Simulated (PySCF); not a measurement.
Field gradients at the hydrogen positions

Compound: C5H6P (charge -1).
Cartesian coordinates in Å at the GFN2-xTB level; atoms count from 1:
```
atom  x, y, z in Å
C1     2.6935   -0.1500   -0.2250
C2     1.7686   -0.7387    0.2904
P3     0.5708   -1.6875    1.1086
C4    -0.8887   -0.6258    0.6976
C5    -1.0735    0.0802   -0.6126
C6    -0.8523    0.8723    0.6420
H7     3.4611    0.3806   -0.7131
H8    -1.7885   -1.0618    1.1307
H9    -0.2573    0.0404   -1.3202
H10   -2.0577    0.0993   -1.0695
H11    0.1089    1.3523    0.7595
H12   -1.6837    1.4380    1.0501
```

Level: PBE0/pcSseg-1 (PySCF, non-relativistic); Q(2H) = 0.00286 b; rigid geometry, the same for H and D, with no vibrational averaging.

Question: Rank these positions by the coupling χzz of a deuteron there, largest first.
A. H10 (methylene hydrogen)
B. H7 (alkyne hydrogen)
C. H8 (methine hydrogen)

Answer: B (273 kHz), A (223 kHz), C (216 kHz).

Q: Tabulate Vzz, the asymmetry η and χzz = 234.96 MHz × Q × Vzz for every hydrogen position.

A: 
```tsv
atom	bonded to	bond length (Å)	Vzz (au)	η	χzz (kHz)
H7	C1	1.053	0.4062	0.06	273
H8	C4	1.090	0.3217	0.07	216
H9	C5	1.081	0.3290	0.08	221
H10	C5	1.085	0.3313	0.08	223
H11	C6	1.081	0.3291	0.08	221
H12	C6	1.085	0.3314	0.08	223
```

Geometry: GFN2-xTB, one conformer, isolated ion. The pcSseg-1 basis has no diffuse functions, a weakness for an anion. The HOMO energy is positive at this level (+0.83 eV), so the outermost electrons may be held by the finite basis alone. GFN2-xTB bond lengths can be off by several hundredths of an ångström, more for odd bonds, and the gradients follow them. The basis is small and wasn't made for field gradients, so the couplings can be 20 % off.

These values come from a run that also computed NMR shieldings. Hardware: Arm Neoverse V1, one thread, shared host with 32 logical CPUs at a one-minute load of 29. Cost: 15 s of wall time, 0.76 GiB resident at most.
